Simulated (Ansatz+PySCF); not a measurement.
Values are calculated unless marked as measured or tabulated.
A run of Ansatz (development build ahead of 0.2.0) on singlet H₂O at this shape:

```xyz
3

O     0.0000    0.0000   -0.1197
H     0.0000    0.7919    0.5086
H     0.0000   -0.7542    0.4787
```

Its results:

```yaml
Converged: yes
Total_energy: -76.30004 hartree
Spin_squared_of_the_determinant: 0.000
Stability_test: minimum among restricted orbitals
```

Forces (eV/Å):
```
atom     Fx      Fy      Fz
  O1  0.000   1.734   1.134
  H2  0.000  -0.936  -1.242
  H3  0.000  -0.797   0.108
```

(1) Which input gives this output? Name the method, the orbitals and the basis set, and write the input.

Results:

(1) PBE0 (restricted) in 6-31G. An unrestricted run that stays on the closed shell gives the same numbers.

```yaml
crystal:
  periodic: [false, false, false]
  atoms:
    - { symbol: O, position_ang: [0.0, 0.0, -0.11966] }
    - { symbol: H, position_ang: [0.0, 0.79188, 0.50856] }
    - { symbol: H, position_ang: [0.0, -0.75417, 0.47865] }
basis:
  gaussian: { orbitals: "6-31G" }
hamiltonian:
  xc: pbe0
output:
  forces: true
```
